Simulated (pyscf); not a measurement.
Elementary routes open to H₃Ge–O–GeH₃ (SMILES [GeH3][O][GeH3]) + H₂O (SMILES O) in the gas phase (singlet surface):
A. HO–GeH₃ (SMILES [OH][GeH3]) + HO–GeH₃ (SMILES [OH][GeH3]) (Ge–O, H–O broken; Ge–O, H–O formed)
B. HO–GeH₂–O–GeH₃ (SMILES [OH][GeH2][O][GeH3]) + H₂ (SMILES [H][H]) (Ge–H, H–O broken; Ge–O, H–H formed)

PySCF, gas phase, ωB97X-D3(BJ)/def2-SVP geometries.

**Question.** Rank the routes by free-energy barrier at 900 K, lowest first, for ωB97M-D3(BJ)/def2-TZVP energies (ideal gas, 1 atm, RRHO with modes under 100 cm⁻¹ raised to 100, one conformer, R ln 2 for chiral ones without a mode under 150 cm⁻¹).

**Answer.** A (2.31 eV), B (3.13 eV)

Route A is the fastest of these, ahead of the next by 0.82 eV. The most stable products are those of B (ΔG = -0.15 eV), whose barrier is 0.82 eV higher: the kinetic and the thermodynamic product differ. At 298 K A is still the fastest. A: On the reactant side the descent ends in a complex (not fully relaxed), 0.26 eV under the separated species and 1.26 eV under the saddle at ωB97X-D3(BJ)/def2-TZVP. On the product side the descent ends in a complex, 0.31 eV under the separated species and 1.15 eV under the saddle at ωB97X-D3(BJ)/def2-TZVP. Only these routes are compared; each barrier is that of the saddle found, and lower ones may exist. Elements up to Kr have no core potential and no relativistic terms here.
